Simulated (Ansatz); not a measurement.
**BH6OSi+ (SMILES B[SiH2][OH2+]): functionals against CCSD(T) at one geometry**

One table from this session's results is given with a row withheld; the runs are named, their logs left out.

Computed with Ansatz 0.2.0, Gaussian basis. Level: single points in def2-TZVPP.

Cores are frozen in the correlated methods.

### The system as given

SMILES `B[SiH2][OH2+]`, 9 atoms, charge 1, spin multiplicity 1.

Atoms are counted from 1 here; the program's logs count them from 0.

Bond lengths: B1–Si2 1.965 Å, B1–H4 1.200 Å, B1–H5 1.355 Å, Si2–O3 1.812 Å, Si2–H6 1.479 Å, Si2–H7 1.436 Å, O3–H8 1.133 Å, O3–H9 1.033 Å. Angles: Si2–B1–H4 126.3°, Si2–B1–H5 126.0°, H4–B1–H5 107.3°, B1–Si2–O3 106.1°, B1–Si2–H6 122.4°, B1–Si2–H7 124.1°, O3–Si2–H6 98.6°, O3–Si2–H7 93.6°, H6–Si2–H7 104.8°, Si2–O3–H8 124.8°, Si2–O3–H9 135.9°, H8–O3–H9 92.2°.

As a file:

```csv
atom,x (Å),y (Å),z (Å)
B1,-1.1039,0.5795,-1.0950
Si2,0.5309,0.4173,-0.0165
O3,0.4406,-1.2014,0.7935
H4,-2.0377,-0.1748,-1.0869
H5,-1.4501,1.6412,-1.8622
H6,0.7748,1.2498,1.1817
H7,1.8358,0.1721,-0.5638
H8,1.3223,-1.7454,1.2510
H9,-0.2291,-1.6826,1.4152
```

The first run:

The input, run/in.yaml:

```yaml
crystal:
  periodic: [false, false, false]
  atoms:
    - {symbol: B, position_ang: [-1.103900, 0.579500, -1.095000]}
    - {symbol: Si, position_ang: [0.530900, 0.417300, -0.016500]}
    - {symbol: O, position_ang: [0.440600, -1.201400, 0.793500]}
    - {symbol: H, position_ang: [-2.037700, -0.174800, -1.086900]}
    - {symbol: H, position_ang: [-1.450100, 1.641200, -1.862200]}
    - {symbol: H, position_ang: [0.774800, 1.249800, 1.181700]}
    - {symbol: H, position_ang: [1.835800, 0.172100, -0.563800]}
    - {symbol: H, position_ang: [1.322300, -1.745400, 1.251000]}
    - {symbol: H, position_ang: [-0.229100, -1.682600, 1.415200]}
basis:
  gaussian: {orbitals: def2-TZVPP}
total_charge: 1
correlation: {method: ccsd_t}
output: {forces: true}
```

The command line of these runs was not kept.

Among the steps run: CCSD(T)/def2-TZVPP; PBE0-D4/def2-TZVPP; wB97M-V/def2-TZVPP; r2SCAN-D4/def2-TZVPP; PBE-D4/def2-TZVPP; BHLYP-D4/def2-TZVPP; BLYP-D4/def2-TZVPP.

One table of the session follows, with a row left open; its other results are not shown here.

| method | RMS force component (eV/Å) | angle to CCSD(T) forces (°) |
| --- | --- | --- |
| CCSD(T) | 1.940 | reference |
| PBE0-D4 | 1.933 | 3.0 |
| wB97M-V | 1.944 | 2.0 |
| r2SCAN-D4 | 1.875 | 3.1 |
| PBE-D4 | ? | ? |
| BHLYP-D4 | 2.090 | 3.1 |
| BLYP-D4 | 1.766 | 4.7 |

Estimate the missing values for PBE-D4.

The run gave: RMS force component (eV/Å): 1.766; angle to CCSD(T) forces (°): 5.9.
